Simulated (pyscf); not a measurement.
HI + GeH₃• -> •H₂Ge–I + hydrogen (H₂) (concerted two-bond exchange; doublet surface; H–I, Ge–H broken, Ge–I, H–H formed). Structures and frequencies: ωB97X-D3(BJ)/def2-SVP in PySCF. Energies in kcal/mol from the separated reactants.

```json
[
 {"level": "PBE/def2-TZVP", "barrier": "18.5", "reaction energy": "-19.0"},
 {"level": "r²SCAN/def2-TZVP", "barrier": "22.6", "reaction energy": "-19.1"},
 {"level": "B3LYP-D3(BJ)/def2-TZVP", "barrier": "(withheld)", "reaction energy": "(withheld)"},
 {"level": "M06-2X/def2-TZVP", "barrier": "24.3", "reaction energy": "-21.7"},
 {"level": "ωB97M-D3(BJ)/def2-TZVP", "barrier": "28.7", "reaction energy": "-16.5"},
 {"level": "HF/def2-TZVP", "barrier": "(withheld)", "reaction energy": "-14.2"}
]
```

**Question.** Some entries are withheld; supply them.

**Answer.** 
- B3LYP-D3(BJ)/def2-TZVP, barrier: 21.9
- B3LYP-D3(BJ)/def2-TZVP, reaction energy: -19.2
- HF/def2-TZVP, barrier: 44.9

The functionals in the table span 10.2 kcal/mol in this barrier, from PBE to ωB97M-D3(BJ)/def2-TZVP. This saddle turned up in a search for another step; its sides and bond changes are read from the two ends of the descent. This is the saddle that the search found; another between the same sides may lie lower. Elements up to Kr have no core potential and no relativistic terms here. Elements past Kr carry the def2 core potentials, without spin-orbit coupling.
